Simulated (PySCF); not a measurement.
Ionisation energies (eV) were calculated with PySCF 2.14 by PBE, LDA, UHF, in another order, as differences of total energies without spin-orbit coupling. The measured values are between term centres (NIST).

```csv
species,measured,A,B,C
"Be (aug-cc-pVQZ with one added diffuse shell each of s, p, d, f, g type, non-relativistic)",9.323,8.998,8.043,9.025
"B (aug-cc-pVQZ with one added diffuse shell each of s, p, d, f, g type, non-relativistic)",8.297,8.673,8.041,8.644
"Ge⁺ (aug-cc-pVQZ-PP with one added diffuse shell each of s, p, d, f, g type with ECP10MDF, ECP)",15.789,15.700,15.255,15.820
"Se (aug-cc-pVQZ-PP with one added diffuse shell each of s, p, d, f, g type with ECP10MDF, ECP)",9.635,9.605,8.541,9.846
"Br⁺ (aug-cc-pVQZ-PP with one added diffuse shell each of s, p, d, f, g type with ECP10MDF, ECP)",21.409,21.301,20.230,21.572
"I (aug-cc-pVQZ-PP with one added diffuse shell each of s, p, d, f, g type with ECP28MDF, ECP)",10.519,10.501,9.537,10.789
"Xe (aug-cc-pVQZ-PP with one added diffuse shell each of s, p, d, f, g type with ECP28MDF, ECP)",12.565,12.324,11.449,12.610
"Pb⁺ (aug-cc-pVQZ-PP with one added diffuse shell each of s, p, d, f, g type with ECP60MDF, ECP)",13.869,13.709,13.210,13.917
```

Q: Which column is which method?

A: A is PBE (mean error -0.07 eV); B is UHF (mean error -0.89 eV); C is LDA (mean error 0.10 eV). PBE, with gradient corrections, lies close to experiment on average, with errors of both signs. Hartree-Fock lacks the correlation of the electron removed and comes out lowest. LDA overbinds the outer electron and comes out highest.
